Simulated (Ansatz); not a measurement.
Band gap of some cubic solids

Method: HSE06-D3(BJ) in Ansatz (PAW). References are measured gaps from which a computed or estimated zero-point shift was taken out, by their sources or here, so that they lie as a rule above the printed measurements. The table is a random draw of 8 from 11 solids with such references.

Values in eV.

```
solid                        reference  HSE06-D3(BJ)  error (eV)
--------------------  ----------------  ------------  ----------
zinc-blende GaP                   2.43          2.21       -0.22
zinc-blende ZnS                   3.94          3.46       -0.48
rock-salt SrO                     5.63          4.79       -0.84
rock-salt LiF                    15.35         12.07       -3.28
diamond-structure Si              1.23          1.09       -0.14
zinc-blende BP        2.2¶ (2.20–2.50)          1.91       -0.29
zinc-blende InP                   1.47          1.60       +0.13
rock-salt MgO                     8.36          6.96       -1.40
```

Over these 8 solids the mean error is -0.81 eV, the mean absolute error 0.85 eV (median 0.39 eV), and the worst case rock-salt LiF at -3.28 eV; the value is below the reference in 7 of 8 cases. Over all 11, from unrounded values, the mean error is -0.68 eV and the mean absolute error 0.70 eV (median 0.32 eV).

¶ marks references of a special kind: zinc-blende BP, 2.2 eV (measured, zero-point renormalisation of 0.106 eV removed from the gap extrapolated to 0 K (as printed); the shift is computed, second of two values printed, our sources range from 2.20 to 2.50; as tabulated in X. Ren, F. Merz, H. Jiang et al., All-electron periodic G0W0 implementation …).

Brackets give the range of the sources taken for a reference, where it is wide; it can hold other temperatures.

Differences are worked out from the printed values.

Computed values are for a static lattice; measured ones hold zero-point and thermal shifts unless a correction is named.

Levels without +SOC have no spin–orbit coupling; where heavier elements are present it shifts gaps, mostly down, and can invert bands. Each level is taken at its own relaxed cell. Ansatz's density-functional and Hartree–Fock values are scalar-relativistic unless marked +SOC, with PAW data made under PBE.

Ansatz's runs of these crystals have no spin polarisation.

Not in this set, of the solids of all kinds but layered and molecular ones with a reference value in our tables and a result at some level: 171 for a reference of another kind, counted apart; 8 for spin–orbit coupling left out; 7 for sources at odds; 4 for a doubt noted on the run at HSE06-D3(BJ); 3 for no value at HSE06-D3(BJ) (not run, a failed fit, an unstable or unbound cell, or a value held back for tests); 2 for a high-temperature or high-pressure phase; 2 for a measured value of zero; 2 for a reference that its source doubts or gives as a wide range. These can be a level's best or worst cases. At least 69 more with a reference value are held back for tests. Solids without a released value at any level aren't counted. Without +SOC, gaps count where the solid holds none of Ge, As, Se, Br, Sn, Sb, Te, I or the elements past barium, or holds Ge, As, Se or Br with a gap over 4 eV. The metals Ce to Yb are counted apart.

References as tabulated in, or derived from, Chen et al. (2018), doi:10.1103/physrevmaterials.2.073803; Miglio et al. (2020), arXiv:2011.12765; X. Ren, F. Merz, H. Jiang et al., All-electron periodic G0W0 implementation ….

Ansatz is an electronic-structure program.
